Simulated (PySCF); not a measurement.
Potential energy of NO along the bond

Set-up: basis N def2-TZVPPD, O def2-TZVPPD; no relativity; PySCF 2.14. Energies in eV from N + O in their ground configurations at the same level. State: ²Π (doublet), unpaired electrons π ↑.

| R (Å) | PBE |
| --- | --- |
| 0.982 | -5.075 |
| 1.028 | -6.303 |
| 1.073 | -7.026 |
| 1.108 | -7.316 |
| 1.142 | -7.442 |
| 1.176 | -7.438 |
| 1.222 | -7.280 |
| 1.279 | -6.911 |
| 1.348 | -6.310 |
| 1.439 | -5.379 |

Problem. Put a parabola through the three lowest points of the PBE curve and estimate Re, k and ωe (reduced mass 7.466 u; 1 eV/Å² = 0.16022 mdyn/Å; ωe = 1302.8·√(k/μ) cm⁻¹).

Solution. Through R = 1.108, 1.142, 1.176 Å the second-order coefficient is 56.2 eV/Å², so Re ≈ 1.158 Å, k ≈ 18.0 mdyn/Å and ωe ≈ 2024 cm⁻¹. A polynomial fit of higher order to the unrounded PBE energies gives Re = 1.158 Å, k = 15.7 mdyn/Å, ωe = 1890 cm⁻¹; anharmonicity and rounding make the difference.

The higher-order fit for each curve: PBE: Re = 1.158 Å, ωe = 1890 cm⁻¹, De = 7.45 eV.

The state is the lowest determinant that a PBE0 search found; another state may lie lower at other levels.
